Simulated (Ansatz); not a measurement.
fcc Pd was calculated with r²SCAN0 in Ansatz (plane waves, PAW).

Run with plane-wave cutoff 520 eV, 14×14×14 k mesh, Fermi–Dirac smearing 0.05 eV, scalar-relativistic PAW data made under PBE.

Computed points:

```csv
V (Å³/atom),E − E_lowest (meV/atom),P (GPa)
14.019,23.84,11.05
14.387,5.33,5.15
14.639,0.00,1.65
15.125,3.92,-4.06
15.494,17.43,-7.62
```

Question: What bulk modulus B0 and pressure derivative B′ does a third-order Birch–Murnaghan fit give?

Answer: V0 = 14.771 Å³/atom, B0 = 182 GPa, B′ = 5.8 (fit to the energies at full precision).

Measured, for comparison: bulk modulus 195 GPa (zero-point energy and finite temperature contributions removed, our sources range from 187 to 198; as tabulated in doi:10.1021/acs.jctc.3c00612); equilibrium volume per atom 14.56 Å³/atom (static lattice: zero-point anharmonic expansion removed; as tabulated in Mejia-Rodriguez and Trickey (2018), arXiv:1807.09216). Computed (rounded) less measured: bulk modulus -7 % (-3 % to -8 % over the range), equilibrium volume per atom +1.4 %.

Computed values are for the static lattice.

Computing time: around 21 core-minutes (rough).

Ansatz is an electronic-structure program.
